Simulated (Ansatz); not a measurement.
Zinc-blende BeTe was calculated with LDA (Ansatz, a program for electronic structure, plane waves, PAW).

Output (set-up and result lines):

```
Crystal: 2 atoms, lattice volume = 42.841 Å³
Basis set: ecut = 520 eV, 1139 PW (Γ), exchange–correlation on 60×60×60 points (8 copies of the dense FFT grid, shifted against one another)
Bands: 13, of which v1, the nominal top of the filled ones, is band 9 counted from 1 (8 counted from 0)
Symmetry: 24 space group operations
Space group: F-43m (ITA 216), of the structure as read, at distance tolerance 3.5e-5 Å
k-points: 47 of 1000 (time reversal used)
Functional: x = slater, c = lda
SCF iter   1: F=—  HF=-6916.156217 eV  |F-HF|=—  |Δ(HF+E_count)|=         —  Δρ=5.04e-3  dr2=7.93e-3
SCF iter   2: F=—  HF=-6916.153590 eV  |F-HF|=—  |Δ(HF+E_count)|=   2.63e-3  Δρ=1.87e-3  dr2=5.70e-4
  ...
SCF iter   6: F=—  HF=-6916.153340 eV  |F-HF|=—  |Δ(HF+E_count)|=   3.03e-7  Δρ=1.10e-6  dr2=3.61e-10
SCF iter   7: F=-6916.153340 eV  HF=-6916.153340 eV  |F-HF|=9.09e-13  |Δ(HF+E_count)|=  8.82e-11  Δρ=1.11e-7  dr2=1.94e-12
SCF 1 converged in 7 iterations: F = -6916.153340 eV  dr2 = 1.94e-12
SCF converged after 7 iterations
Free energy (F): -6916.153340 eV
Internal energy: -6916.153340 eV  (E = F + TS)
E sigma→0 (E₀):  -6916.153340 eV
Fermi energy:    8.608148 eV
--- Stress (GPa, compression-positive) ---
        0.000145      -0.000000      -0.000000
       -0.000000       0.000145       0.000000
       -0.000000       0.000000       0.000145
  P = ⅓ Tr σ = 0.0001 GPa (0.001 kbar)
```

Problem. Write an input file that produces this run.

Solution. Several could match; the one computed here: 
Ansatz 0.2 input:
```yaml
crystal:
  lattice:
    - [0.0, 2.7772088879, 2.7772088879]
    - [2.7772088879, 0.0, 2.7772088879]
    - [2.7772088879, 2.7772088879, 0.0]
  atoms:
    - { symbol: Be, position: [0.0, 0.0, 0.0] }
    - { symbol: Te, position: [0.25, 0.25, 0.25] }
basis:
  ecutwfc: 520
  ecutrho_ratio: 4
  xc_grid: 2
kpoints:
  mp_grid: { grid: [10, 10, 10] }
hamiltonian:
  xc: lda
  dispersion: none
  pseudopotentials: { kind: paw }
scf:
  occupations: { method: fermi_dirac, width: 0.01 }
  convergence: { dr2_threshold: 0.0000000002 }
output:
  forces: true
  stress: true
  eigenvalues: true
```

The PAW data were made under PBE.
